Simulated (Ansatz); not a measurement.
# BNH5 (doublet): B2PLYP, RPA-PBE over a scan of the distance N1–H4 along a hydrogen transfer, cc-pVDZ

Aim: run BNH5 (doublet) with these functionals over a scan of the distance N1–H4 along a hydrogen transfer, and hold them against the top wave-function level at the same points.

Method: cc-pVDZ, all electrons in the functionals, frozen cores in the correlation of double hybrids and RPA; program: Ansatz 0.2.0, Gaussian basis.

To be run: B2PLYP, RPA-PBE, at 1.012 Å; 1.054 Å; 1.137 Å; 1.219 Å; 1.302 Å.

### 1 What is computed

The geometry derives from fragments relaxed apart (PBE0/def2-TZVP) and kept rigid, so it is no stationary point. A hydrogen atom is moved between rigid fragments.

7 atoms, charge 0, spin multiplicity 2.

Atoms are counted from 1 here; the program's logs count them from 0.

Bond lengths: N1–H2 1.012 Å, N1–H3 1.012 Å, N1–H4 1.012 Å, B5–H6 1.191 Å, B5–H7 1.191 Å. Angles: H2–N1–H3 107.1°, H2–N1–H4 107.1°, H3–N1–H4 107.1°, H6–B5–H7 129.4°.

No dispersion term is added.

The geometry shown and the zero of energy belong to the point 1.012 Å. The yardstick, UCCSDT(Q), and other wave-function levels (R restricted, U unrestricted, valence and pair active spaces) come from earlier runs.

### 2 B2PLYP, 1.012 Å

Input file in.yaml:

```yaml
crystal:
  periodic: [false, false, false]
  atoms:
    - {symbol: N, position_ang: [-1.110462, -0.019092, -0.029716]}
    - {symbol: H, position_ang: [-1.407741, 0.948742, -0.029716]}
    - {symbol: H, position_ang: [-1.407741, -0.421390, 0.850543]}
    - {symbol: H, position_ang: [-0.098001, -0.019092, -0.029716]}
    - {symbol: B, position_ang: [1.361538, -0.019092, -0.029716]}
    - {symbol: H, position_ang: [1.870612, -0.019092, 1.047292]}
    - {symbol: H, position_ang: [1.870611, -0.019092, -1.106725]}
basis:
  gaussian: {orbitals: cc-pVDZ}
magnetization: {spin_polarized: true, initial_magnetization: 1}
hamiltonian: {xc: {name: B2PLYP}}
correlation: {electrons: outside_noble_gas}
```

The run is started by

```sh
$ ansatz run in.yaml --threads 1 --pin off --events-out ev --progress --plain --max-ram 2816MiB --backend cpu
```

Standard output:

```text
Functional definition: B2PLYP
  name "B2PLYP"
  cite "Grimme, J. Chem. Phys. 124, 034108 (2006) doi:10.1063/1.2148954"
  cite "Becke, Phys. Rev. A 38, 3098 (1988) doi:10.1103/PhysRevA.38.3098"
  cite "Lee, Yang & Parr, Phys. Rev. B 37, 785 (1988) doi:10.1103/PhysRevB.37.785"
  parameter a = 0.53
  parameter c = 0.27
  exchange = (1 - a)*b88_x + a*exact_x
  correlation = (1 - c)*lyp_c + c*(mp2_os + mp2_ss)
480 factors; integrals over basis functions are off by at most 1.3e-3 eV
mean field evaluation 1: about -2235.2033 eV, gradient 2.8e1 eV
mean field evaluation 2: about -2235.2396 eV, gradient 2.8e1 eV
mean field evaluation 4: about -2238.5833 eV, gradient 1.8e0 eV
mean field evaluation 8: about -2238.6123 eV, gradient 1.5e-1 eV
mean field evaluation 16: about -2238.6127 eV, gradient 2.0e-3 eV
mean field evaluation 32: about -2238.6018 eV, gradient 1.2e0 eV
mean field -2238.61268536 eV, -82.2674988007 hartree, gradient 4.4e-6 eV, S^2 0.755884; 2 other end points of the search recorded, 0 dependent functions left out
2 core orbitals not correlated: weight in the atoms' cores, before any rotation towards them, 1.000 or more for the frozen orbitals, at most 0.000 for the correlated occupied ones
reference -2238.61282215 eV, -82.2675038278 hartree; 7, 6 occupied and 44, 45 virtual orbitals, 480 factors
second order -8.82227214 eV of doubles, -0.00000000 eV of singles
Total energy: -2240.99483563 eV, -82.3550412084 hartree
```

Wall time 1.6 s (1 thread of AMD EPYC 7R13, shared host).

From the report: ⟨S²⟩ of the determinant 0.756 (pure doublet: 0.75).

### 3 B2PLYP, 1.054 Å

Input file in.yaml:

```yaml
crystal:
  periodic: [false, false, false]
  atoms:
    - {symbol: N, position_ang: [-1.111864, -0.019092, -0.029716]}
    - {symbol: H, position_ang: [-1.409144, 0.948742, -0.029716]}
    - {symbol: H, position_ang: [-1.409143, -0.421390, 0.850543]}
    - {symbol: H, position_ang: [-0.057864, -0.019092, -0.029716]}
    - {symbol: B, position_ang: [1.360136, -0.019092, -0.029716]}
    - {symbol: H, position_ang: [1.869209, -0.019092, 1.047292]}
    - {symbol: H, position_ang: [1.869209, -0.019092, -1.106725]}
basis:
  gaussian: {orbitals: cc-pVDZ}
magnetization: {spin_polarized: true, initial_magnetization: 1}
hamiltonian: {xc: {name: B2PLYP}}
correlation: {electrons: outside_noble_gas}
```

The command is unchanged.

Standard output (excerpt; [...] marks lines left out):

```text
Functional definition: B2PLYP
  name "B2PLYP"
  cite "Grimme, J. Chem. Phys. 124, 034108 (2006) doi:10.1063/1.2148954"
  cite "Becke, Phys. Rev. A 38, 3098 (1988) doi:10.1103/PhysRevA.38.3098"
  cite "Lee, Yang & Parr, Phys. Rev. B 37, 785 (1988) doi:10.1103/PhysRevB.37.785"
[...]
480 factors; integrals over basis functions are off by at most 1.3e-3 eV
[...]
mean field -2238.62191086 eV, -82.2678378318 hartree, gradient 3.7e-6 eV, S^2 0.757002; 2 other end points of the search recorded, 0 dependent functions left out
2 core orbitals not correlated: weight in the atoms' cores, before any rotation towards them, 1.000 or more for the frozen orbitals, at most 0.000 for the correlated occupied ones
reference -2238.62204763 eV, -82.2678428579 hartree; 7, 6 occupied and 44, 45 virtual orbitals, 480 factors
second order -8.87061278 eV of doubles, -0.00000000 eV of singles
Total energy: -2241.01711308 eV, -82.3558598898 hartree
```

Run time: 1.5 s. Hardware: 1 thread of AMD EPYC 7R13, shared host.

From the report: ⟨S²⟩ of the determinant 0.757 (pure doublet: 0.75).

From 1.012 Å: -0.022 eV.

### 4 B2PLYP, 1.137 Å

Input file in.yaml:

```yaml
crystal:
  periodic: [false, false, false]
  atoms:
    - {symbol: N, position_ang: [-1.114666, -0.019092, -0.029716]}
    - {symbol: H, position_ang: [-1.411946, 0.948742, -0.029716]}
    - {symbol: H, position_ang: [-1.411945, -0.421390, 0.850543]}
    - {symbol: H, position_ang: [0.022334, -0.019092, -0.029716]}
    - {symbol: B, position_ang: [1.357334, -0.019092, -0.029716]}
    - {symbol: H, position_ang: [1.866407, -0.019092, 1.047292]}
    - {symbol: H, position_ang: [1.866407, -0.019092, -1.106725]}
basis:
  gaussian: {orbitals: cc-pVDZ}
magnetization: {spin_polarized: true, initial_magnetization: 1}
hamiltonian: {xc: {name: B2PLYP}}
correlation: {electrons: outside_noble_gas}
```

Same command.

Standard output (excerpt; [...] marks lines left out):

```text
Functional definition: B2PLYP
  name "B2PLYP"
  cite "Grimme, J. Chem. Phys. 124, 034108 (2006) doi:10.1063/1.2148954"
  cite "Becke, Phys. Rev. A 38, 3098 (1988) doi:10.1103/PhysRevA.38.3098"
  cite "Lee, Yang & Parr, Phys. Rev. B 37, 785 (1988) doi:10.1103/PhysRevB.37.785"
[...]
480 factors; integrals over basis functions are off by at most 1.4e-3 eV
[...]
mean field -2238.56207169 eV, -82.2656387826 hartree, gradient 2.5e-6 eV, S^2 0.759274; 2 other end points of the search recorded, 0 dependent functions left out
2 core orbitals not correlated: weight in the atoms' cores, before any rotation towards them, 1.000 or more for the frozen orbitals, at most 0.000 for the correlated occupied ones
reference -2238.56220840 eV, -82.2656438067 hartree; 7, 6 occupied and 44, 45 virtual orbitals, 480 factors
second order -8.90468529 eV of doubles, -0.00000000 eV of singles
Total energy: -2240.96647343 eV, -82.3539989168 hartree
```

It took 1.5 s on 1 thread of AMD EPYC 7R13, shared host.

From the report: ⟨S²⟩ of the determinant 0.759 (pure doublet: 0.75).

From 1.012 Å: +0.028 eV.

### 5 B2PLYP, 1.219 Å

Input file in.yaml:

```yaml
crystal:
  periodic: [false, false, false]
  atoms:
    - {symbol: N, position_ang: [-1.117434, -0.019092, -0.029716]}
    - {symbol: H, position_ang: [-1.414714, 0.948742, -0.029716]}
    - {symbol: H, position_ang: [-1.414713, -0.421390, 0.850543]}
    - {symbol: H, position_ang: [0.101566, -0.019092, -0.029716]}
    - {symbol: B, position_ang: [1.354566, -0.019092, -0.029716]}
    - {symbol: H, position_ang: [1.863639, -0.019092, 1.047292]}
    - {symbol: H, position_ang: [1.863639, -0.019092, -1.106725]}
basis:
  gaussian: {orbitals: cc-pVDZ}
magnetization: {spin_polarized: true, initial_magnetization: 1}
hamiltonian: {xc: {name: B2PLYP}}
correlation: {electrons: outside_noble_gas}
```

The command is unchanged.

Standard output (excerpt; [...] marks lines left out):

```text
Functional definition: B2PLYP
  name "B2PLYP"
  cite "Grimme, J. Chem. Phys. 124, 034108 (2006) doi:10.1063/1.2148954"
  cite "Becke, Phys. Rev. A 38, 3098 (1988) doi:10.1103/PhysRevA.38.3098"
  cite "Lee, Yang & Parr, Phys. Rev. B 37, 785 (1988) doi:10.1103/PhysRevB.37.785"
[...]
482 factors; integrals over basis functions are off by at most 1.3e-3 eV
[...]
mean field -2238.48088398 eV, -82.2626551894 hartree, gradient 8.9e-6 eV, S^2 0.760241; 2 other end points of the search recorded, 0 dependent functions left out
2 core orbitals not correlated: weight in the atoms' cores, before any rotation towards them, 1.000 or more for the frozen orbitals, at most 0.000 for the correlated occupied ones
reference -2238.48102073 eV, -82.2626602150 hartree; 7, 6 occupied and 44, 45 virtual orbitals, 482 factors
second order -8.83276954 eV of doubles, -0.00000000 eV of singles
Total energy: -2240.86586851 eV, -82.3503017543 hartree
```

It took 1.5 s on 1 thread of AMD EPYC 7R13, shared host.

From the report: ⟨S²⟩ of the determinant 0.760 (pure doublet: 0.75).

From 1.012 Å: +0.129 eV.

### 6 B2PLYP, 1.302 Å

Input file in.yaml:

```yaml
crystal:
  periodic: [false, false, false]
  atoms:
    - {symbol: N, position_ang: [-1.120236, -0.019092, -0.029716]}
    - {symbol: H, position_ang: [-1.417516, 0.948742, -0.029716]}
    - {symbol: H, position_ang: [-1.417515, -0.421390, 0.850543]}
    - {symbol: H, position_ang: [0.181764, -0.019092, -0.029716]}
    - {symbol: B, position_ang: [1.351764, -0.019092, -0.029716]}
    - {symbol: H, position_ang: [1.860837, -0.019092, 1.047292]}
    - {symbol: H, position_ang: [1.860837, -0.019092, -1.106725]}
basis:
  gaussian: {orbitals: cc-pVDZ}
magnetization: {spin_polarized: true, initial_magnetization: 1}
hamiltonian: {xc: {name: B2PLYP}}
correlation: {electrons: outside_noble_gas}
```

Launched as before.

Standard output (excerpt; [...] marks lines left out):

```text
Functional definition: B2PLYP
  name "B2PLYP"
  cite "Grimme, J. Chem. Phys. 124, 034108 (2006) doi:10.1063/1.2148954"
  cite "Becke, Phys. Rev. A 38, 3098 (1988) doi:10.1103/PhysRevA.38.3098"
  cite "Lee, Yang & Parr, Phys. Rev. B 37, 785 (1988) doi:10.1103/PhysRevB.37.785"
[...]
482 factors; integrals over basis functions are off by at most 1.3e-3 eV
[...]
mean field -2238.38668853 eV, -82.2591935705 hartree, gradient 7.2e-6 eV, S^2 0.759394; 0 other end points of the search recorded, 0 dependent functions left out
2 core orbitals not correlated: weight in the atoms' cores, before any rotation towards them, 1.000 or more for the frozen orbitals, at most 0.000 for the correlated occupied ones
reference -2238.38682547 eV, -82.2591986028 hartree; 7, 6 occupied and 44, 45 virtual orbitals, 482 factors
second order -8.67244071 eV of doubles, -0.00000000 eV of singles
Total energy: -2240.72838446 eV, -82.3452493086 hartree
```

It took 1.3 s on 1 thread of AMD EPYC 7R13, shared host.

From the report: ⟨S²⟩ of the determinant 0.759 (pure doublet: 0.75).

From 1.012 Å: +0.266 eV.

### 7 RPA-PBE, 1.012 Å

Input file in.yaml:

```yaml
crystal:
  periodic: [false, false, false]
  atoms:
    - {symbol: N, position_ang: [-1.110462, -0.019092, -0.029716]}
    - {symbol: H, position_ang: [-1.407741, 0.948742, -0.029716]}
    - {symbol: H, position_ang: [-1.407741, -0.421390, 0.850543]}
    - {symbol: H, position_ang: [-0.098001, -0.019092, -0.029716]}
    - {symbol: B, position_ang: [1.361538, -0.019092, -0.029716]}
    - {symbol: H, position_ang: [1.870612, -0.019092, 1.047292]}
    - {symbol: H, position_ang: [1.870611, -0.019092, -1.106725]}
basis:
  gaussian: {orbitals: cc-pVDZ}
magnetization: {spin_polarized: true, initial_magnetization: 1}
hamiltonian: {xc: {name: PBE}}
correlation: {method: rpa, electrons: outside_noble_gas}
```

Launched as before.

Standard output (excerpt; [...] marks lines left out):

```text
Functional definition: PBE
  name "PBE"
  cite "Perdew, Burke & Ernzerhof, Phys. Rev. Lett. 77, 3865 (1996) doi:10.1103/PhysRevLett.77.3865"
  parent pbe
[...]
480 factors; integrals over basis functions are off by at most 1.3e-3 eV
[...]
mean field -2240.31934203 eV, -82.3302172768 hartree, gradient 5.4e-6 eV, S^2 0.752162; 3 other end points of the search recorded, 0 dependent functions left out
2 core orbitals not correlated: weight in the atoms' cores, before any rotation towards them, 1.000 or more for the frozen orbitals, at most 0.000 for the correlated occupied ones
reference -2228.08345786 eV, -81.8805568271 hartree; 7, 6 occupied and 44, 45 virtual orbitals, 480 factors
Total energy: -2241.24401635 eV, -82.3641984310 hartree
```

Wall time 1.8 s (1 thread of AMD EPYC 7R13, shared host).

From the report: ⟨S²⟩ of the determinant 0.752 (pure doublet: 0.75).

### 8 RPA-PBE, 1.054 Å

Input file in.yaml:

```yaml
crystal:
  periodic: [false, false, false]
  atoms:
    - {symbol: N, position_ang: [-1.111864, -0.019092, -0.029716]}
    - {symbol: H, position_ang: [-1.409144, 0.948742, -0.029716]}
    - {symbol: H, position_ang: [-1.409143, -0.421390, 0.850543]}
    - {symbol: H, position_ang: [-0.057864, -0.019092, -0.029716]}
    - {symbol: B, position_ang: [1.360136, -0.019092, -0.029716]}
    - {symbol: H, position_ang: [1.869209, -0.019092, 1.047292]}
    - {symbol: H, position_ang: [1.869209, -0.019092, -1.106725]}
basis:
  gaussian: {orbitals: cc-pVDZ}
magnetization: {spin_polarized: true, initial_magnetization: 1}
hamiltonian: {xc: {name: PBE}}
correlation: {method: rpa, electrons: outside_noble_gas}
```

The command is unchanged.

Standard output (excerpt; [...] marks lines left out):

```text
Functional definition: PBE
  name "PBE"
  cite "Perdew, Burke & Ernzerhof, Phys. Rev. Lett. 77, 3865 (1996) doi:10.1103/PhysRevLett.77.3865"
  parent pbe
[...]
480 factors; integrals over basis functions are off by at most 1.3e-3 eV
[...]
mean field -2240.36666313 eV, -82.3319562948 hartree, gradient 4.4e-6 eV, S^2 0.752243; 3 other end points of the search recorded, 0 dependent functions left out
2 core orbitals not correlated: weight in the atoms' cores, before any rotation towards them, 1.000 or more for the frozen orbitals, at most 0.000 for the correlated occupied ones
reference -2228.04420238 eV, -81.8791142150 hartree; 7, 6 occupied and 44, 45 virtual orbitals, 480 factors
Total energy: -2241.27310728 eV, -82.3652675031 hartree
```

It took 1.8 s on 1 thread of AMD EPYC 7R13, shared host.

From the report: ⟨S²⟩ of the determinant 0.752 (pure doublet: 0.75).

From 1.012 Å: -0.029 eV.

### 9 RPA-PBE, 1.137 Å

Input file in.yaml:

```yaml
crystal:
  periodic: [false, false, false]
  atoms:
    - {symbol: N, position_ang: [-1.114666, -0.019092, -0.029716]}
    - {symbol: H, position_ang: [-1.411946, 0.948742, -0.029716]}
    - {symbol: H, position_ang: [-1.411945, -0.421390, 0.850543]}
    - {symbol: H, position_ang: [0.022334, -0.019092, -0.029716]}
    - {symbol: B, position_ang: [1.357334, -0.019092, -0.029716]}
    - {symbol: H, position_ang: [1.866407, -0.019092, 1.047292]}
    - {symbol: H, position_ang: [1.866407, -0.019092, -1.106725]}
basis:
  gaussian: {orbitals: cc-pVDZ}
magnetization: {spin_polarized: true, initial_magnetization: 1}
hamiltonian: {xc: {name: PBE}}
correlation: {method: rpa, electrons: outside_noble_gas}
```

The command is unchanged.

Standard output (excerpt; [...] marks lines left out):

```text
Functional definition: PBE
  name "PBE"
  cite "Perdew, Burke & Ernzerhof, Phys. Rev. Lett. 77, 3865 (1996) doi:10.1103/PhysRevLett.77.3865"
  parent pbe
[...]
480 factors; integrals over basis functions are off by at most 1.4e-3 eV
[...]
mean field -2240.34371099 eV, -82.3311128195 hartree, gradient 4.0e-6 eV, S^2 0.752821; 4 other end points of the search recorded, 0 dependent functions left out
2 core orbitals not correlated: weight in the atoms' cores, before any rotation towards them, 1.000 or more for the frozen orbitals, at most 0.000 for the correlated occupied ones
reference -2227.92557550 eV, -81.8747547575 hartree; 7, 6 occupied and 44, 45 virtual orbitals, 480 factors
Total energy: -2241.22869327 eV, -82.3636353185 hartree
```

Run time: 2.1 s. Hardware: 1 thread of AMD EPYC 7R13, shared host.

From the report: ⟨S²⟩ of the determinant 0.753 (pure doublet: 0.75).

From 1.012 Å: +0.015 eV.

### 10 RPA-PBE, 1.219 Å

Input file in.yaml:

```yaml
crystal:
  periodic: [false, false, false]
  atoms:
    - {symbol: N, position_ang: [-1.117434, -0.019092, -0.029716]}
    - {symbol: H, position_ang: [-1.414714, 0.948742, -0.029716]}
    - {symbol: H, position_ang: [-1.414713, -0.421390, 0.850543]}
    - {symbol: H, position_ang: [0.101566, -0.019092, -0.029716]}
    - {symbol: B, position_ang: [1.354566, -0.019092, -0.029716]}
    - {symbol: H, position_ang: [1.863639, -0.019092, 1.047292]}
    - {symbol: H, position_ang: [1.863639, -0.019092, -1.106725]}
basis:
  gaussian: {orbitals: cc-pVDZ}
magnetization: {spin_polarized: true, initial_magnetization: 1}
hamiltonian: {xc: {name: PBE}}
correlation: {method: rpa, electrons: outside_noble_gas}
```

Same command.

Standard output (excerpt; [...] marks lines left out):

```text
Functional definition: PBE
  name "PBE"
  cite "Perdew, Burke & Ernzerhof, Phys. Rev. Lett. 77, 3865 (1996) doi:10.1103/PhysRevLett.77.3865"
  parent pbe
[...]
482 factors; integrals over basis functions are off by at most 1.3e-3 eV
[...]
mean field -2240.23464078 eV, -82.3271045631 hartree, gradient 8.0e-6 eV, S^2 0.753458; 4 other end points of the search recorded, 0 dependent functions left out
2 core orbitals not correlated: weight in the atoms' cores, before any rotation towards them, 1.000 or more for the frozen orbitals, at most 0.000 for the correlated occupied ones
reference -2227.85150333 eV, -81.8720326555 hartree; 7, 6 occupied and 44, 45 virtual orbitals, 482 factors
Total energy: -2241.12605448 eV, -82.3598634123 hartree
```

It took 2.2 s on 1 thread of AMD EPYC 7R13, shared host.

From the report: ⟨S²⟩ of the determinant 0.753 (pure doublet: 0.75).

From 1.012 Å: +0.118 eV.

### 11 RPA-PBE, 1.302 Å

Input file in.yaml:

```yaml
crystal:
  periodic: [false, false, false]
  atoms:
    - {symbol: N, position_ang: [-1.120236, -0.019092, -0.029716]}
    - {symbol: H, position_ang: [-1.417516, 0.948742, -0.029716]}
    - {symbol: H, position_ang: [-1.417515, -0.421390, 0.850543]}
    - {symbol: H, position_ang: [0.181764, -0.019092, -0.029716]}
    - {symbol: B, position_ang: [1.351764, -0.019092, -0.029716]}
    - {symbol: H, position_ang: [1.860837, -0.019092, 1.047292]}
    - {symbol: H, position_ang: [1.860837, -0.019092, -1.106725]}
basis:
  gaussian: {orbitals: cc-pVDZ}
magnetization: {spin_polarized: true, initial_magnetization: 1}
hamiltonian: {xc: {name: PBE}}
correlation: {method: rpa, electrons: outside_noble_gas}
```

The command is unchanged.

Standard output (excerpt; [...] marks lines left out):

```text
Functional definition: PBE
  name "PBE"
  cite "Perdew, Burke & Ernzerhof, Phys. Rev. Lett. 77, 3865 (1996) doi:10.1103/PhysRevLett.77.3865"
  parent pbe
[...]
482 factors; integrals over basis functions are off by at most 1.3e-3 eV
[...]
mean field -2240.05420805 eV, -82.3204737824 hartree, gradient 6.1e-6 eV, S^2 0.753548; 4 other end points of the search recorded, 0 dependent functions left out
2 core orbitals not correlated: weight in the atoms' cores, before any rotation towards them, 1.000 or more for the frozen orbitals, at most 0.000 for the correlated occupied ones
reference -2227.81163657 eV, -81.8705675790 hartree; 7, 6 occupied and 44, 45 virtual orbitals, 482 factors
Total energy: -2240.98067972 eV, -82.3545209886 hartree
```

Wall time 2.3 s (1 thread of AMD EPYC 7R13, shared host).

From the report: ⟨S²⟩ of the determinant 0.754 (pure doublet: 0.75).

From 1.012 Å: +0.263 eV.

### 12 The comparison

The yardstick is UCCSDT(Q), where the cluster series has nearly closed. It comes from earlier runs at the same points. Energies in eV, counted from 1.012 Å; blanks weren't run or aren't comparable.

```
    level  1.012 Å  1.054 Å  1.137 Å  1.219 Å  1.302 Å
UCCSDT(Q)    0.000   -0.018    0.040    0.144    0.278
   B2PLYP    0.000   -0.022    0.028    0.129    0.266
  RPA-PBE    0.000   -0.029    0.015    0.118    0.263
```

Largest miss and mean time a point (UCCSDT(Q) took 7.8 s a point; shared hosts):

```
  level  largest miss (eV)    where  time a point
 B2PLYP             -0.015  1.219 Å         1.5 s
RPA-PBE             -0.026  1.219 Å           2 s
```

### 13 Summary of results

| quantity | value |
| --- | --- |
| span of the UCCSDT(Q) curve | 0.296 eV |
| largest miss, B2PLYP | -0.015 eV (1.219 Å) |
| largest miss, RPA-PBE | -0.026 eV (1.219 Å) |

What this shows: Of the functionals, B2PLYP keep the smallest largest miss at the points compared (at most 0.015 eV) and RPA-PBE strays most (0.026 eV, at 1.219 Å). Functionals and the yardstick converge differently with the basis, so part of each miss in cc-pVDZ is the basis.
